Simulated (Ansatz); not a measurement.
Compare A (`CC1C=NCO1`) with its isomer B (`O=C1CCCN1`).

Gas-phase electronic energies from Ansatz, PBE0-D4/def2-TZVP geometries. CCSD(T)/CBS is the MP2 limit (def2-TZVPP, def2-QZVPP) plus CCSD(T) − MP2 in def2-TZVPP, frozen cores. Functionals use def2-TZVPP. B3LYP here is the variant with VWN-RPA as its local correlation; programs differ in this.

A:

```xyz
13

C    -0.559   -0.183    1.624
C    -0.616    0.162    0.149
C     0.446    1.121   -0.304
N     1.181    0.679   -1.231
C     0.706   -0.642   -1.551
O    -0.348   -0.970   -0.657
H     0.433   -0.551    1.894
H    -0.787    0.696    2.233
H    -1.292   -0.958    1.855
H    -1.614    0.564   -0.092
H     0.586    2.112    0.120
H     0.347   -0.659   -2.588
H     1.518   -1.370   -1.451
```

B:

Z-matrix (Å, degrees):
```
C
C 1 1.520
C 1 1.524 2 104.4
H 1 1.095 2 107.3 3 119.3
H 1 1.089 2 110.5 3 -123.8
N 2 1.361 1 106.7 3 -13.3
O 2 1.209 1 127.4 3 167.6
C 3 1.533 1 103.9 2 25.5
H 3 1.090 1 113.8 2 147.6
H 3 1.092 1 109.9 2 -91.3
H 6 1.006 2 119.9 1 -170.4
H 8 1.092 3 112.3 1 -147.5
H 8 1.098 3 111.4 1 91.4
```

Task: Which isomer does CCSD(T)/CBS put lower? Give the gap. (An estimate is asked.)

Result: Computed: B, by 121.7 kJ/mol.

Task: Give E(B) − E(A) in kJ/mol with CCSD(T)/def2-SVP, HF/def2-TZVPP, CCSD/def2-TZVPP, B3LYP-D4, BLYP-D4, CCSD(T)/def2-TZVPP, PBE0-D4. (Estimate.)

Result: The calculation gave: CCSD(T)/def2-SVP -128.3, HF/def2-TZVPP -124.0, CCSD/def2-TZVPP -120.2, B3LYP-D4 -128.8, BLYP-D4 -126.1, CCSD(T)/def2-TZVPP -119.4, PBE0-D4 -137.4. None reverses the order clearly.

Task: Does the order hold for the free energy at 298.15 K (harmonic terms from PBE0-D4)? (Best estimate.)

Result: The calculation gave: Yes: G(B) − G(A) = -115.1 kJ/mol.

Largest T1 diagnostic: 0.013.

At CCSD(T), def2-SVP lies −6.7 kJ/mol from the extrapolated value and def2-TZVPP +2.3 kJ/mol. From BLYP to BHLYP (50 % exact exchange), in def2-TZVPP and without D4, E(B) − E(A) moves by −4.1 kJ/mol.
